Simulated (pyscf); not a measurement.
GeH₃• + Cl–Cl → GeH₂ [singlet] + HCl + Cl•, gas phase, doublet surface. Optimised with ωB97X-D3(BJ)/def2-SVP in PySCF. Correlated levels are frozen-core, on RHF or UHF. ΔMP2 is the change of the MP2 total energy from the triple- to the quadruple-zeta basis. ΔG in kcal/mol from CCSD(T)/def2-TZVPP + ΔMP2(QZVPP) energies (ideal gas, 1 atm, RRHO with modes under 100 cm⁻¹ raised to 100, one conformer, R ln 2 for chiral ones without a mode under 150 cm⁻¹).

```
T (K)     ΔG
-----  -----
298     +5.6
600        ?
900    -11.1
1200   -19.4
```

Question: Fit a line to the three values, predict ΔG at 600 K, and estimate where the reaction turns favourable at 1 atm of each gas.

Answer: Least squares gives ΔG = +13.9 − 27.7 × T/1000 K, so ΔS is about +116 J/(mol K) and ΔH about +13.9 kcal/mol over this range (ΔH at 298 K: +13.7). At 600 K the line gives -2.7; the computed value is -2.7. ΔG = 0 falls near 500 K; 1 kcal/mol in the energy moves that by 36 K. This is thermodynamics alone and says nothing of the barrier. The CCSD(T) − MP2 part came from Ansatz, without density fitting, on the same reference. The frozen core leaves the outer d or s,p core shells of the metals and heavy elements correlated in the MP2 and CC values, and def2-TZVPP describes them poorly, which can shift differences by a few kcal/mol. Left out: orbital degeneracy and the spin-orbit lowering of Cl. Elements up to Kr have no core potential and no relativistic terms here.
